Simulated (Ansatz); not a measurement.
`CCOCC#N` at its PBE0-D4/def2-TZVP geometry, where that method's forces vanish. Total charge 0; spin multiplicity 1.

```xyz
13

C     1.1520    1.1667   -0.6444
C     1.0862   -0.2992   -0.2724
O     0.1504   -0.5868    0.7504
C    -1.1765   -0.4836    0.3294
C    -2.0566   -0.9836    1.3805
N    -2.7777   -1.3678    2.1872
H     1.9647    1.3291   -1.3562
H     1.3437    1.7773    0.2400
H     0.2320    1.5186   -1.1166
H     0.8645   -0.9147   -1.1566
H     2.0455   -0.6311    0.1282
H    -1.4705    0.5521    0.1106
H    -1.3577   -1.0770   -0.5801
```

Q: What forces (eV/Å) does PBE-D4/def2-TZVPP give on these atoms in Ansatz? (Estimate.)

A: The calculation gave: 
```
C1   0.016  0.036 -0.027
C2   0.153  0.073 -0.178
O3   0.246 -0.181  0.567
C4  -0.332 -0.024  0.042
C5   0.861  0.476 -1.001
N6  -1.001 -0.538  1.132
H7   0.159  0.050 -0.144
H8   0.043  0.129  0.168
H9  -0.177  0.078 -0.097
H10 -0.038 -0.143 -0.213
H11  0.210 -0.082  0.086
H12 -0.089  0.255 -0.087
H13 -0.050 -0.129 -0.248
```
